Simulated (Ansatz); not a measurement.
Relaxation of AlH5OSi (8 atoms, charge 0, multiplicity 1), to a largest force component of 0.03 eV/Å in at most 50 steps.

Method: RKS BLYP-D4/def2-SVP in Ansatz 0.2.0.

```xyz
8
Properties=species:S:1:pos:R:3:forces:R:3
Al -0.198 -0.482 -0.988 0.03 0.11 0.17
O 1.175 0.389 1.496 0.16 -0.43 -0.58
Si 0.037 -0.374 2.502 -0.03 -0.07 0.03
H -0.824 -1.312 1.682 0.02 0.06 0.01
H 0.699 -1.192 3.575 -0.02 0.03 -0.01
H -0.786 0.724 3.084 0.00 -0.01 0.02
H 1.739 -0.235 0.970 -0.20 0.35 0.36
H -1.497 0.501 -0.592 0.04 -0.04 0.00
```

Q: Where does it end, and by what steps?

A: The forces met the threshold. After 18 steps the energy has fallen by 0.462 eV; H8 moved furthest, 1.23 Å. Joined: Al1–O2 (2.97 → 1.99 Å).

| step | energy less start (eV) | largest force component (eV/Å) | accepted |
| --- | --- | --- | --- |
| 0 | 0.0000 | 0.576 | yes |
| 1 | -0.0706 | 0.629 | yes |
| 2 | -0.1104 | 1.316 | yes |
| 3 | -0.1837 | 1.173 | yes |
| 4 | -0.2409 | 1.047 | yes |
| 5 | -0.2990 | 0.759 | yes |
| 6 | -0.3474 | 0.411 | yes |
| 7 | -0.4050 | 0.377 | yes |
| 8 | -0.4255 | 0.415 | yes |
| 9 | -0.4315 | 0.144 | yes |
| 10 | -0.4343 | 0.091 | yes |
| 11 | -0.4450 | 0.265 | yes |
| 12 | -0.4300 | 0.577 | no |
| 13 | -0.4561 | 0.332 | yes |
| 14 | -0.4584 | 0.100 | yes |
| 15 | -0.4597 | 0.091 | yes |
| 16 | -0.4616 | 0.064 | yes |
| 17 | -0.4616 | 0.032 | yes |
| 18 | -0.4617 | 0.002 | yes |

```xyz
8
Properties=species:S:1:pos:R:3
Al 0.100 0.310 -0.811
O 1.023 -0.190 0.883
Si -0.280 -0.378 2.111
H -1.141 -1.604 2.033
H 0.722 -0.739 3.212
H -0.921 0.868 2.643
H 1.950 -0.341 1.162
H -1.108 0.094 0.497
```

Whether the end is a true minimum wasn't checked by a vibrational analysis.

The run took 43 s on 1 thread of Arm Neoverse V1 (shared host), peak memory 0.14 GiB.
